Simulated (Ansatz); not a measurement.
Frontier orbitals of CH₃FO₃, SMILES `OC(O)(O)F`.

Z-matrix (Å, degrees):
```
C
O 1 1.361
O 1 1.384 2 113.5
O 1 1.361 2 105.9 3 125.2
F 1 1.366 2 110.3 3 -115.4
H 2 0.963 1 107.2 3 55.3
H 3 0.963 1 106.7 2 60.5
H 4 0.963 1 107.2 2 179.6
```

Total charge 0; spin multiplicity 1. Geometry: relaxed with PBE0-D4/def2-TZVP. It is one conformer, not always the lowest. Basis def2-TZVPP, Ansatz.

Orbital energies of one run (eV). Highest occupied ones, from the top: -11.93, -12.68, -13.07, -14.02, -14.71, -14.89, -16.03, -16.14, -18.50, -18.73, -20.86, -22.41, -31.96, -32.17. Empty: 2.74, 3.81, 3.87, 7.19, 7.67, 8.43.

Question: Which functional gave them?
A. HSE06 (plane-wave form)
B. r2SCAN
C. LC-ωPBE
D. BLYP

Answer: C. HOMO energies: LC-ωPBE -11.93, BLYP -7.07, r2SCAN -7.57, HSE06 -8.60 eV.

LC-ωPBE has ω = 0.4 bohr⁻¹.
